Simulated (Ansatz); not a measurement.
# How close CCSD(T) comes to the exact answer in a basis

Each species is computed at the geometry given (Å), with frozen cores, in Ansatz 0.2.0: RHF-CCSD(T) for singlets, UHF-CCSD(T) otherwise, and full CI in the same basis. The program picks the determinant by trial CCSD, so it needn't be the lowest Hartree–Fock solution. States: H2B–B B1, PN Σ⁺ or Δ, NaS⁺ Σ⁻ or Δ. Cases whose determinant has another symmetry than full CI's state, or whose (Q) step broke down, weren't drawn.

Problem. Judging by size, spin and bonding, rank them by the size of CCSD(T)'s error in total energy against full CI in the same basis, smallest first (an estimate).
A. PN, singlet, 6-31G: N 0.000 0.000 0.000; P 0.000 0.000 1.596
B. H2B–B, triplet, 6-31G: B 0.000 0.000 0.753; B 0.000 0.000 -1.010; H 0.000 1.024 1.376; H 0.000 -1.024 1.376
C. NaS⁺, triplet, cc-pVDZ: S 0.000 0.000 0.000; Na 0.000 0.000 2.856

Solution. C (12.1 meV), B (34.3 meV), A (84.9 meV).

| species | basis | correlated electrons | CCSD(T) − full CI (meV) | CCSDT(Q) − full CI (meV) | unpaired electrons (full CI) | T1 | ⟨S²⟩ of the determinant |
| --- | --- | --- | --- | --- | --- | --- | --- |
| NaS⁺, triplet | cc-pVDZ | 6 | 12.1 | 0.0 | 2.02 | 0.008 | 2.01 |
| H2B–B, triplet | 6-31G | 8 | 34.3 | 0.8 | 2.04 | 0.036 | 2.00 |
| PN, singlet | 6-31G | 10 | 84.9* | -10.4 | 0.27 | 0.017 | 0.00 |

Unpaired electrons are Σ n²(2−n)² over natural occupations; an open shell counts its own unpaired electrons too. Frozen cores follow each run's orbitals, which moves totals by a few meV. An asterisk marks runs whose energy the program itself flagged as in doubt.
